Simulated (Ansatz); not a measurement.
**AlCCl (triplet): the correlation ladder, cc-pVDZ**

An exercise on one series of results from a longer session: the logs are not shown, and one member is left open.

The runs use Ansatz 0.2.0, Gaussian basis; cc-pVDZ, core rule «outside noble gas», up to 11 orbitals frozen.

To be run: UHF; CCSD(T) on ROHF; CCSD(T) on UHF; BCCD(T) on ROHF; CISD as a restricted active space (open shells left free, so some higher excitations enter); CCSDT(Q) on ROHF; CCSDT(Q) on UHF; CASSCF and MRCISD+Q, 14 electrons in 12 orbitals; CASSCF and NEVPT2, 14 electrons in 12 orbitals.

9 further runs of the same task are left out: 5 for a known fault of the program, 4 set aside as unsound or not needed. Runs told in other sessions of the task aren't counted.

### The geometry

The geometry is a PBE0/def2-TZVP stationary point (not a proven minimum) of the parent state, kept for this charge and spin.

3 atoms, charge 0, spin multiplicity 3.

Atoms are counted from 1 here; the program's logs count them from 0.

Bond lengths: C1–Al2 1.931 Å, Al2–Cl3 2.088 Å. Angles: C1–Al2–Cl3 180.0°.

The first run:

Input file in.yaml:

```yaml
crystal:
  periodic: [false, false, false]
  atoms:
    - {symbol: C, position_ang: [0.000000, 0.000000, -1.983300]}
    - {symbol: Al, position_ang: [0.000000, 0.000000, -0.052500]}
    - {symbol: Cl, position_ang: [0.000000, 0.000000, 2.035800]}
basis:
  gaussian: {orbitals: cc-pVDZ}
magnetization: {spin_polarized: true, initial_magnetization: 2}
hamiltonian: {xc: hf}
output: {orbitals: {seedname: orbitals}}
```

Started as:

```
$ ansatz run in.yaml --threads 1 --pin off --events-out ev --progress --plain --max-ram 4096MiB --backend cpu
```

Steps of the session up to this table: UHF; CCSD(T) on ROHF; CCSD(T) on UHF; BCCD(T) on ROHF; CISD as a restricted active space (open shells left free, so some higher excitations enter); CCSDT(Q) on ROHF; CCSDT(Q) on UHF; CASSCF and MRCISD+Q, 14 electrons in 12 orbitals; CASSCF and NEVPT2, 14 electrons in 12 orbitals.

One table of the session follows, with a row left open; its other results are not shown here.

It belongs to the step «Misses and costs». 

```
          method  from RCCSDT(Q) (meV)
            ROHF               +8781.9
             UHF               +8607.7
            RMP2                     ?
            UMP2               +1553.7
            CISD               +1261.7
           RCCSD                +405.5
           UCCSD                +396.2
        RCCSD(T)                 +87.1
        UCCSD(T)                 +95.5
         BCCD(T)                 +92.3
          RCCSDT                 +32.1
          UCCSDT                 +27.9
       RCCSDT(Q)                     0
       UCCSDT(Q)                  -7.0
  CASSCF valence               +6461.0
  NEVPT2 valence               +1538.5
  MRCISD valence                +622.7
MRCISD+Q valence                 +88.1
```

Estimate the missing values for RMP2.

The run gave: from RCCSDT(Q) (meV): +1314.2. In the column «from RCCSDT(Q) (meV)» it lies between CISD (+1261.7) and NEVPT2 valence (+1538.5).

Caveats from the session: Restricted and unrestricted rows rest on different reference determinants; a gap between their highest levels can come from leftover correlation error, from unlike frozen cores or from another state.
